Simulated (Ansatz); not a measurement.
**Forces away from equilibrium**

Si$_{2}$H$_{8}$, singlet, at a displaced guess of a reacting structure.

Si1  (-0.832, -1.037, -0.138)
Si2  (0.281, 1.309, -0.104)
H3  (-0.129, -1.948, -0.986)
H4  (-0.904, -1.487, 1.262)
H5  (-2.233, -1.115, -0.629)
H6  (1.354, -0.139, 0.391)
H7  (0.970, -1.034, 0.421)
H8  (0.777, 1.604, 1.246)
H9  (1.327, 1.343, -1.116)
H10  (-0.581, 2.466, -0.402)
(Å)

Program: Ansatz 0.2.0. Basis: def2-TZVPP. Cores are frozen in the correlated methods.

CCSD(T) forces from the calculation:
| atom | Fx | Fy | Fz (eV/Å) |
| --- | --- | --- | --- |
| Si1 | -1.859 | 2.700 | -0.170 |
| Si2 | -2.693 | -0.330 | -0.530 |
| H3 | 0.861 | -0.509 | -0.506 |
| H4 | 0.312 | -0.034 | 0.198 |
| H5 | -0.143 | 0.032 | -0.006 |
| H6 | -0.209 | -4.679 | 0.679 |
| H7 | 3.191 | 3.110 | 0.441 |
| H8 | 0.243 | -0.288 | 0.255 |
| H9 | 0.512 | -0.235 | -0.208 |
| H10 | -0.214 | 0.234 | -0.152 |

Root-mean-square difference of the force components from those of CCSD(T): PBE0-D4 0.128; wB97M-V 0.046; r2SCAN-D4 0.169; PBE-D4 0.268; BHLYP-D4 0.119; r2SCANh-D4 0.130 eV/Å.

No T1 diagnostic of these runs exceeds 0.013. These are differences at one structure, and CCSD(T) in triple zeta is itself an approximation.

For scale, one of the runs: CCSD(T)/def2-TZVPP forces, 196 basis functions (an equivalent command: `ansatz run in.yaml --threads 4`). Hardware: 4 CPU threads, shared host. Wall time 90 s; peak host memory 4.1 GiB.
